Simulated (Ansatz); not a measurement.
Nudged elastic band run: FH5SSi

input.yaml

```yaml
crystal:
  periodic: [false, false, false]
  atoms:
    - { symbol: Si, position_ang: [0.418355, 0.065293, -0.165724] }
    - { symbol: F, position_ang: [0.171482, -0.164837, 1.417257] }
    - { symbol: H, position_ang: [1.881273, -0.014316, -0.418649] }
    - { symbol: H, position_ang: [-0.090456, 1.4048, -0.551427] }
    - { symbol: H, position_ang: [-0.281515, -1.002674, -0.9245] }
    - { symbol: S, position_ang: [-3.248674, 0.091419, 1.077889] }
    - { symbol: H, position_ang: [-3.338395, -1.238796, 0.89438] }
    - { symbol: H, position_ang: [-2.09987, -0.013691, 1.771274] }
basis:
  gaussian: { orbitals: "6-31G*" }
hamiltonian:
  xc: pbe0
  dispersion: d4
neb:
  order_check: false
  images: 9
  f_tol: 0.05
  max_iterations: 60
  final_atoms:
    - { symbol: Si, position_ang: [-0.40953156, -0.08265288, -0.52996405] }
    - { symbol: F, position_ang: [-0.2876769, 0.65714167, 2.63503143] }
    - { symbol: H, position_ang: [0.57888455, -0.92868093, 0.18065383] }
    - { symbol: H, position_ang: [-0.04940736, 1.35190243, -0.47377211] }
    - { symbol: H, position_ang: [-0.53236773, -0.53809893, -1.94073305] }
    - { symbol: S, position_ang: [-2.34595888, -0.18944696, 0.440089] }
    - { symbol: H, position_ang: [-2.41887683, -1.5328272, 0.49761551] }
    - { symbol: H, position_ang: [-1.12286529, 0.38986081, 2.29157943] }
  initial_path:
    images:
      - { positions_ang: [[0.418355, 0.065293, -0.165724], [0.171482, -0.164837, 1.417257], [1.881273, -0.014316, -0.418649], [-0.090456, 1.4048, -0.551427], [-0.281515, -1.002674, -0.9245], [-3.248674, 0.091419, 1.077889], [-3.338395, -1.238796, 0.89438], [-2.09987, -0.013691, 1.771274]] }
      - { positions_ang: [[0.33402749, 0.05409721, -0.13342], [0.13899831, -0.13341018, 1.52094202], [1.77909047, -0.00675687, -0.43472932], [-0.2128741, 1.36383136, -0.53624914], [-0.36232081, -1.03867719, -0.83890936], [-3.06548706, 0.07027962, 1.01954321], [-3.28813944, -1.16813846, 0.71375842], [-1.91109485, -0.01402748, 1.78956418]] }
      - { positions_ang: [[0.24969998, 0.04290142, -0.101116], [0.10651461, -0.10198336, 1.62462704], [1.67690794, 0.00080225, -0.45080964], [-0.3352922, 1.32286271, -0.52107129], [-0.44312662, -1.07468037, -0.75331873], [-2.88230013, 0.04914023, 0.96119742], [-3.23788387, -1.09748093, 0.53313684], [-1.72231971, -0.01436396, 1.80785436]] }
      - { positions_ang: [[0.16537247, 0.03170563, -0.06881199], [0.07403092, -0.07055654, 1.72831205], [1.57472541, 0.00836138, -0.46688996], [-0.4577103, 1.28189407, -0.50589343], [-0.52393243, -1.11068356, -0.66772809], [-2.69911319, 0.02800085, 0.90285163], [-3.18762831, -1.02682339, 0.35251526], [-1.53354456, -0.01470043, 1.82614454]] }
      - { positions_ang: [[0.08104496, 0.02050983, -0.03650799], [0.04154722, -0.03912972, 1.83199707], [1.47254289, 0.0159205, -0.48297028], [-0.5801284, 1.24092543, -0.49071558], [-0.60473824, -1.14668675, -0.58213746], [-2.51592626, 0.00686146, 0.84450584], [-3.13737275, -0.95616585, 0.17189368], [-1.34476941, -0.01503691, 1.84443472]] }
      - { positions_ang: [[-0.00328255, 0.00931404, -0.00420399], [0.00906353, -0.0077029, 1.93568209], [1.37036036, 0.02347963, -0.4990506], [-0.7025465, 1.19995678, -0.47553772], [-0.68554405, -1.18268993, -0.49654682], [-2.33273932, -0.01427792, 0.78616005], [-3.08711718, -0.88550832, -0.0087279], [-1.15599427, -0.01537339, 1.8627249]] }
      - { positions_ang: [[-0.08453235, -0.00907934, -0.109356], [-0.05028456, 0.12526602, 2.07555196], [1.2120652, -0.16695248, -0.36310971], [-0.57191868, 1.23034591, -0.4751846], [-0.65490879, -1.05377173, -0.78538407], [-2.33538324, -0.04931173, 0.71694584], [-2.95346911, -1.01497209, 0.09254078], [-1.14936847, 0.06567345, 1.94849581]] }
      - { positions_ang: [[-0.16578216, -0.02747273, -0.21450801], [-0.10963264, 0.25823493, 2.21542183], [1.05377003, -0.3573846, -0.22716883], [-0.44129085, 1.26073504, -0.47483148], [-0.62427352, -0.92485353, -1.07422132], [-2.33802715, -0.08434554, 0.64773163], [-2.81982104, -1.14443587, 0.19380946], [-1.14274268, 0.14672029, 2.03426671]] }
      - { positions_ang: [[-0.24703196, -0.04586611, -0.31966003], [-0.16898073, 0.39120384, 2.3552917], [0.89547487, -0.54781671, -0.09122794], [-0.31066302, 1.29112417, -0.47447835], [-0.59363826, -0.79593533, -1.36305856], [-2.34067106, -0.11937934, 0.57851742], [-2.68617297, -1.27389965, 0.29507815], [-1.13611688, 0.22776713, 2.12003762]] }
      - { positions_ang: [[-0.32828176, -0.0642595, -0.42481204], [-0.22832881, 0.52417275, 2.49516156], [0.73717971, -0.73824882, 0.04471295], [-0.18003519, 1.3215133, -0.47412523], [-0.563003, -0.66701713, -1.65189581], [-2.34331497, -0.15441315, 0.50930321], [-2.5525249, -1.40336342, 0.39634683], [-1.12949108, 0.30881397, 2.20580853]] }
      - { positions_ang: [[-0.40953156, -0.08265288, -0.52996405], [-0.2876769, 0.65714167, 2.63503143], [0.57888455, -0.92868093, 0.18065383], [-0.04940736, 1.35190243, -0.47377211], [-0.53236773, -0.53809893, -1.94073305], [-2.34595888, -0.18944696, 0.440089], [-2.41887683, -1.5328272, 0.49761551], [-1.12286529, 0.38986081, 2.29157943]] }
```

Run as:

```bash
$ ansatz run input.yaml --threads 1 --pin off --max-ram 2048MiB --backend cpu --events-out ev --progress --plain --runs-dir out
```

Output, in part (warnings, iteration lines, the closing report on the highest movable image, with atoms numbered from 0):

```
NEB end point (image 0): max|allowed force component| = 2.163e-2 eV/Å (the criterion of neb.relax_end_points is 1.000e-2)
NEB end point (image 10): max|allowed force component| = 1.707e-2 eV/Å (the criterion of neb.relax_end_points is 1.000e-2)
NEB iter   1: max|band force component| = 7.004e0 eV/Å  barrier→ = 3.6176 eV  barrier← = 2.9310 eV  Δτ_max = 0.2000 Å  (260 SCF iters)
NEB iter   2: max|band force component| = 2.744e0 eV/Å  barrier→ = 2.4246 eV  barrier← = 1.7381 eV  Δτ_max = 0.2000 Å  (244 SCF iters)
NEB iter   3: max|band force component| = 1.284e0 eV/Å  barrier→ = 1.9043 eV  barrier← = 1.2177 eV  Δτ_max = 0.2000 Å  (246 SCF iters)
NEB iter   4: max|band force component| = 1.588e0 eV/Å  barrier→ = 1.7742 eV  barrier← = 1.0876 eV  Δτ_max = 0.2000 Å  (244 SCF iters)
NEB iter   5: max|band force component| = 1.313e0 eV/Å  barrier→ = 1.7667 eV  barrier← = 1.0801 eV  Δτ_max = 0.2000 Å  (230 SCF iters)
NEB iter   6: max|band force component| = 8.631e-1 eV/Å  barrier→ = 1.7513 eV  barrier← = 1.0647 eV  Δτ_max = 0.1984 Å  (241 SCF iters)
NEB iter   7: max|band force component| = 6.529e-1 eV/Å  barrier→ = 1.7168 eV  barrier← = 1.0302 eV  Δτ_max = 0.1854 Å  (235 SCF iters)
NEB iter   8: max|band force component| = 5.587e-1 eV/Å  barrier→ = 1.6248 eV  barrier← = 0.9382 eV  Δτ_max = 0.1603 Å  (233 SCF iters)
NEB iter   9: max|band force component| = 6.585e-1 eV/Å  barrier→ = 1.6397 eV  barrier← = 0.9531 eV  CI = image 6  Δτ_max = 0.1721 Å  (239 SCF iters)
NEB iter  10: max|band force component| = 2.999e-1 eV/Å  barrier→ = 1.7500 eV  barrier← = 1.0634 eV  CI = image 6  Δτ_max = 0.0733 Å  (241 SCF iters)
NEB iter  11: max|band force component| = 1.404e-1 eV/Å  barrier→ = 1.7440 eV  barrier← = 1.0574 eV  CI = image 6  Δτ_max = 0.0272 Å  (239 SCF iters)
NEB iter  12: max|band force component| = 7.864e-2 eV/Å  barrier→ = 1.7427 eV  barrier← = 1.0562 eV  CI = image 6  Δτ_max = 0.0112 Å  (204 SCF iters)
NEB iter  13: max|band force component| = 4.063e-2 eV/Å  barrier→ = 1.7421 eV  barrier← = 1.0555 eV  CI = image 6  Δτ_max = 0.0000 Å  (413 SCF iters)
Total energy: -21499.68047602 eV, -790.0986844869 hartree
Atom 0 at    -0.221931     0.030139    -0.148092 Å, force    -0.009481    -0.000634    -0.010538 eV/Å
Atom 1 at    -0.167101     0.063522     1.794336 Å, force     0.029513    -0.002051     0.012127 eV/Å
Atom 2 at     1.209769    -0.358230     0.029999 Å, force    -0.007333     0.004488     0.004123 eV/Å
Atom 3 at    -0.278563     1.454142    -0.551598 Å, force    -0.001973    -0.013620     0.003340 eV/Å
Atom 4 at    -0.639736    -0.901609    -1.238286 Å, force     0.006408     0.004963     0.007975 eV/Å
Atom 5 at    -2.513033     0.041063     0.680893 Å, force     0.026166     0.006727     0.038067 eV/Å
Atom 6 at    -2.707094    -1.291112     0.708538 Å, force     0.003394     0.000956    -0.006070 eV/Å
Atom 7 at    -1.270110     0.089283     1.824710 Å, force    -0.046693    -0.000829    -0.049024 eV/Å
Dipole moment:     0.007815    -0.211943     0.055179 e Å
```

It converged. A vibrational analysis at the climbing image gives one clearly imaginary mode, 582i cm⁻¹: a first-order saddle point. The orbitals stay closed-shell, which can raise the energy where a bond breaks towards radicals; this wasn't checked here.

Final band (atoms are numbered from 1 in the order of the input):

| image | path coordinate (Å) | energy (eV) | Si1–F2 (Å) | S6–H8 (Å) | Si1–S6 (Å) |
| --- | --- | --- | --- | --- | --- |
| 0 | 0.00 | 0.00 | 1.62 | 1.35 | 3.87 |
| 1 | 0.38 | 0.00 | 1.62 | 1.34 | 3.76 |
| 2 | 0.76 | 0.04 | 1.62 | 1.35 | 3.51 |
| 3 | 1.13 | 0.19 | 1.63 | 1.35 | 3.19 |
| 4 | 1.51 | 0.59 | 1.66 | 1.36 | 2.88 |
| 5 | 1.89 | 1.25 | 1.75 | 1.44 | 2.60 |
| 6 | 2.27 | 1.74 | 1.94 | 1.69 | 2.44 |
| 7 | 2.79 | 1.38 | 2.36 | 1.93 | 2.27 |
| 8 | 3.32 | 0.91 | 2.80 | 2.09 | 2.19 |
| 9 | 3.84 | 0.71 | 3.18 | 2.25 | 2.17 |
| 10 | 4.36 | 0.69 | 3.25 | 2.29 | 2.17 |

The run took 4.8 min on 1 thread of Arm Neoverse V1, with other jobs on the host, peak memory 0.12 GiB.
